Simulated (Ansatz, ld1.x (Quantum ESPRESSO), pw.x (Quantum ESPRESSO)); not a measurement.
# gold (Au) (bcc): variants of one TM potential in the solid

ld1.x (Quantum ESPRESSO) 7.5 input, shortened:

```
&input
   title='Au', zed=79., rel=1, dft='PW', iswitch=3,
   config='[Xe] 4f14 5d10 6s1 6p0'
 /
 &inputp
   pseudotype=2, tm=.true., lloc=1,
   nlcc=.false.
 /
3
6S  1  0   1.00   0.00  2.05  2.05  0.0
5D  3  2  10.00   0.00  2.15  2.15  0.0
6P  2  1   0.00   0.00  3.65  3.65  0.0
 &test
   configts(1)='5d10 6s1 6p0'
 /
```

Crystal test: bcc Au in pw.x 7.5, no spin, 14³ k-points, Fermi–Dirac smearing 0.01 Ry, cutoffs set for each file from its atomic test. The reference is all-electron LAPW (Ansatz 0.2.0) with the same functional, mesh and smearing; V0 and B0 come from Birch–Murnaghan fits to the pressures at five volumes. Errors are pseudo minus all-electron; Δ is the rms difference of the E(V) curves that follow from these fits, minima aligned, over ±6 % about the mean V0. Mesh and smearing are coarse, so the numbers serve the comparison and aren't converged zero-temperature values; the lattice is a test structure that the element need not adopt.

All-electron: a0 = 3.214 Å (V0 = 16.60 Å³/atom), B0 = 191.7 GPa.

Base: The largest radius (3.65 bohr) exceeds half the bond length (2.63 bohr), so the spheres overlap, which is one possible source of error among others. This is a poor potential for the solid. Atomic configuration tests: 1 of 9 tests not solved or not reliable.

A dash in a converged row means that the minimum lies outside the volumes sampled.

```tsv
change	cutoffs (Ry)	pw.x	a0 (Å)	a0 error (%)	B0 error (%)	Δ (meV/atom)	mean pressure error (GPa)
base	75/300	converged	3.239	+0.77	-0.4	16.5	+4.83
wave 6p (bound): rc 3.65 bohr becomes 6p (bound): rc 4.56 bohr	75/300	converged	–	–	–	–	-41.11
wave 5d (bound): rc 2.15 bohr becomes 5d (bound): rc 3.04 bohr	60/240	converged	3.241	+0.83	-3.6	17.3	+5.01
wave 6s (bound): rc 2.05 bohr becomes 6s (bound): rc 2.12 bohr	75/300	converged	3.239	+0.78	-0.4	16.6	+4.87
all radii scaled by about 1.29 (s 2.64, p 4.72, d 2.78 bohr)	60/240	converged	–	–	–	–	-59.43
```

Task: Give the row for: core correction a·sin(br)/r model core inside 2.40 bohr.

Result: pw.x: converged; mean pressure error (GPa): +5.90; a0 (Å): 3.244; a0 error (%): +0.94; B0 error (%): -1.1; Δ (meV/atom): 19.9.
